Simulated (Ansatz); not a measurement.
The input, for Ansatz 0.2.0:

```yaml
crystal:
  periodic: [false, false, false]
  atoms:
    - {symbol: Si, position_ang: [0.000000, -0.033302, 0.000000]}
    - {symbol: H, position_ang: [0.000000, 0.463967, -1.400357]}
    - {symbol: H, position_ang: [0.000000, 0.463966, 1.400358]}
basis:
  gaussian: {orbitals: cc-pVDZ}
magnetization: {spin_polarized: true, initial_magnetization: 2}
correlation: {method: ccsd_t, electrons: outside_noble_gas}
```

```sh
$ ansatz run in.yaml --threads 1 --pin off --events-out ev --progress --plain --max-ram 2393MiB
```

Log:

```
269 factors; integrals over basis functions are off by at most 1.2e-3 eV
mean field evaluation 1: about -7890.7088 eV, gradient 6.5e0 eV
mean field evaluation 2: about -7890.7101 eV, gradient 6.5e0 eV
mean field evaluation 4: about -7891.3505 eV, gradient 6.7e-1 eV
mean field evaluation 8: about -7891.3621 eV, gradient 3.6e-3 eV
mean field evaluation 16: about -7891.3621 eV, gradient 3.1e-6 eV
mean field -7891.36208954 eV, -290.0022078331 hartree, gradient 3.1e-6 eV, S^2 2.009222; 0 other end points of the search recorded, 0 dependent functions left out
5 core orbitals not correlated: weight in the atoms' cores, before any rotation towards them, 1.000 or more for the frozen orbitals, at most 0.000 for the correlated occupied ones
reference -7891.36208954 eV, -290.0022078331 hartree; 4, 2 occupied and 19, 21 virtual orbitals, 269 factors
second order -1.99723684 eV of doubles, -0.00000000 eV of singles
cycle   1  -2.42681114 eV  change   -4.3e-1 eV  update   5.2e-2
cycle   2  -2.59656001 eV  change   -1.7e-1 eV  update   2.1e-2
cycle   3  -2.60538296 eV  change   -8.8e-3 eV  update   6.5e-3
cycle   4  -2.60643908 eV  change   -1.1e-3 eV  update   1.9e-3
cycle   5  -2.60619669 eV  change    2.4e-4 eV  update   7.4e-4
cycle   6  -2.60618981 eV  change    6.9e-6 eV  update   3.1e-4
cycle   7  -2.60635095 eV  change   -1.6e-4 eV  update   1.3e-4
cycle   8  -2.60627029 eV  change    8.1e-5 eV  update   4.4e-5
cycle   9  -2.60626781 eV  change    2.5e-6 eV  update   1.3e-5
cycle  10  -2.60627301 eV  change   -5.2e-6 eV  update   3.3e-6
perturbative correction -0.05225102 eV, -0.0019201894 hartree
Total energy: -7894.02061356 eV, -290.0999067889 hartree
```

For the same geometry and basis full CI lies 18.0 meV lower.

Ran on 1 thread of Arm Neoverse V1, shared host: 0.36 s wall, 0.15 GiB peak host memory.
